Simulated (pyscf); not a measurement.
Homolytic dissociation enthalpies at 298 K of Cl–Si, Cl–Sn, F–Ge, F–Si bonds in 8 gas-phase molecules, in kJ/mol. PySCF, gas phase, ωB97X-D3(BJ)/def2-SVP geometries. MP2 and CC: frozen core, UHF for open shells. ΔMP2 is the change of the MP2 total energy from the triple- to the quadruple-zeta basis. Both columns use the same structures and thermal terms. Rows were drawn at random from the closed-shell molecules with such a bond whose radicals are computed, keep their shape and have no isomer in the data more than 5 kcal/mol lower.

```csv
row,molecule,radicals,PBE/def2-TZVP,CCSD(T)/def2-TZVPP + ΔMP2(QZVPP)
1,HO–Si(Cl)(Cl)–Cl,HO–Si•(Cl)–Cl + Cl•,451.5,470.3
2,F–GeH₂–F,F• + F–GeH₂•,547.6,554.4
3,H₃C–SiH₂–Cl,H₃C–SiH₂• + Cl•,459.0,467.3
4,H₂N–SiH₂–F,H₂N–SiH₂• + F•,643.8,656.8
5,Cl–SnH(Cl)–Cl,Cl• + Cl–SnH•–Cl,353.5,?
6,HO–GeH(F)–F,HO–GeH•–F + F•,542.3,559.9
7,HO–Si(F)(Cl)–Cl,HO–Si•(Cl)–Cl + F•,642.0,662.0
8,HS–SiH₂–Cl,•H₂Si–SH + Cl•,443.9,454.4
```

### Question
Fit a line that carries the PBE values to the last column and predict row 5.

### Answer
In the 7 complete rows the last column lies 6.8 to 20.0 kJ/mol from PBE (mean 13.6, median 13.0). Least squares gives y = 2.9 + 1.02·x with residuals of 4.7 kJ/mol (root mean square). For row 5: 2.9 + 1.02 × 353.5 = 363.5 kJ/mol, an extrapolation. The computed value is 371.9 kJ/mol, 8.4 over the line. The CCSD(T) − MP2 part came from Ansatz, without density fitting, on the same reference. The frozen core leaves the outer d or s,p core shells of the metals and heavy elements correlated in the MP2 and CC values, and def2-TZVPP describes them poorly, which can shift differences by a few kcal/mol. Left out: the spin-orbit lowering of Cl, F. Elements up to Kr have no core potential and no relativistic terms here. Elements past Kr carry the def2 core potentials, without spin-orbit coupling.
